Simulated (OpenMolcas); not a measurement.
## Worked example: vertical ionisation energy of C2H3Cl3 (1,1,2-trichloroethane)

C2H3Cl3: 8 atoms, total charge 0, spin state singlet. As SMILES, `ClCC(Cl)Cl`. The coordinates come from a GFN2-xTB relaxation. This is one conformer, not always the lowest.

Both states at this one shape; open shells run unrestricted unless said. 1 Eh = 27.2114 eV.

```
                      level     program  singlet C2H3Cl3 (Eh)  doublet [C2H3Cl3]+ (Eh)  HOMO of the first (eV)
                HF/def2-SVP  OpenMolcas          -1455.473373             -1455.079139                  -11.93
               HF/def2-SVPD  OpenMolcas          -1455.501565             -1455.109898                  -12.14
HF/def2-TZVP (RICD fitting)  OpenMolcas          -1456.038647             -1455.649901                  -12.03
```

Work out the vertical ionisation energy at each level.


1. HF/def2-SVP: -1455.079139 − (-1455.473373) = 0.394234 Eh = 10.73 eV; −ε(HOMO) = 11.93 eV.
2. HF/def2-SVPD: -1455.109898 − (-1455.501565) = 0.391667 Eh = 10.66 eV; −ε(HOMO) = 12.14 eV.
3. HF/def2-TZVP (RICD fitting): -1455.649901 − (-1456.038647) = 0.388746 Eh = 10.58 eV; −ε(HOMO) = 12.03 eV.

No measured value is set beside it here; the levels span 10.58 to 10.73 eV. In Hartree–Fock, −ε(HOMO) (Koopmans) exceeds the difference of totals by the orbital relaxation of the ion.
